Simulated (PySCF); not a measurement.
Molecule: `InChI=1S/C4H7FS/c1-3-4(2-5)6-3/h3-4H,2H2,1H3/t3-,4+/m0/s1`.

Geometry:
```
atom   x (Å)   y (Å)   z (Å)
  C1   1.591   0.538   0.370
  C2   0.838  -0.736   0.105
  S3   0.338  -1.154  -1.597
  C4  -0.629  -0.767  -0.116
  C5  -1.437   0.499  -0.132
  F6  -1.667   0.916   1.159
  H7   1.446   0.848   1.418
  H8   2.667   0.393   0.198
  H9   1.255   1.355  -0.283
 H10   1.228  -1.606   0.647
 H11  -1.162  -1.623   0.314
 H12  -0.908   1.292  -0.681
 H13  -2.408   0.324  -0.625
```

Geometry PBE0-D3(BJ)/def2-SVP throughout; GIAO in PySCF 2.14.0 with density-fitted response routines, gas phase, one conformer, non-relativistic; equivalent atoms averaged; basis pcSseg-1.

Q: How do the shifts δ (against TMS, CS2 at the same level) depend on the functional? (a selection of nuclei; ppm; last column core-seconds on shared hosts with different chips, so compare them loosely)

A: 
```
functional                    kind    C5    C4    C2    C1      S3   H13   H11   H10  H7/H8/H9  core-s
        HF            Hartree–Fock  75.9  31.0  30.7  17.3  -246.7  4.66  2.73  2.51      1.54     5.2
       LDA                     LDA  90.6  41.5  42.3  17.0  -138.3  5.19  3.15  3.10      1.48      13
       PBE                     GGA  87.8  40.0  41.1  18.4  -142.3  5.07  3.04  2.99      1.49      16
      BLYP                     GGA  89.2  41.0  41.8  19.2  -128.4  5.06  3.00  2.96      1.51      16
      BP86                     GGA  87.9  40.1  41.1  18.7  -142.1  5.07  3.03  2.97      1.51      17
      OPBE                     GGA  83.3  38.1  39.8  18.0  -157.4  4.98  3.02  2.99      1.48      18
       KT2                     GGA  85.2  38.4  39.3  18.7  -144.6  5.02  3.04  3.00      1.51      21
       KT3                     GGA  83.7  38.1  39.4  18.9  -144.1  4.94  2.99  2.96      1.50      20
     B97-D                     GGA  86.1  39.2  40.4  19.1  -140.6  5.03  3.00  2.95      1.53      20
     B3LYP           global hybrid  86.4  39.1  39.5  18.6  -157.5  4.94  2.94  2.84      1.51      12
      PBE0           global hybrid  84.5  37.8  38.3  17.9  -175.9  4.92  2.95  2.84      1.50      12
  mPW1PW91           global hybrid  84.4  37.8  38.4  18.1  -175.7  4.90  2.94  2.82      1.50      12
      WP04           global hybrid  86.9  40.2  41.8  20.0  -142.5  4.76  2.85  2.72      1.50      19
     B97-2           global hybrid  83.7  37.5  38.3  18.4  -171.8  4.90  2.93  2.83      1.51      18
 BHandHLYP           global hybrid  82.5  36.2  36.2  18.0  -194.5  4.81  2.86  2.69      1.52      18
 CAM-B3LYP  range-separated hybrid  86.0  37.6  37.4  17.7  -168.5  4.93  2.88  2.74      1.49      25
   wB97X-D  range-separated hybrid  84.6  37.1  37.2  18.1  -175.8  4.88  2.86  2.72      1.49      25
   LC-wPBE  range-separated hybrid  84.5  35.4  35.0  16.9  -186.2  4.87  2.81  2.64      1.46      35
```

Q: Which nucleus among those listed moves most, in ppm?

A: S3 (sulfide sulfur): from -246.7 ppm with HF to -128.4 ppm with BLYP. The smallest spread is 0.08 ppm, at H7/H8/H9. Proton shifts span only some 12 ppm, so a few tenths of a ppm matter as much there as several ppm in carbon.
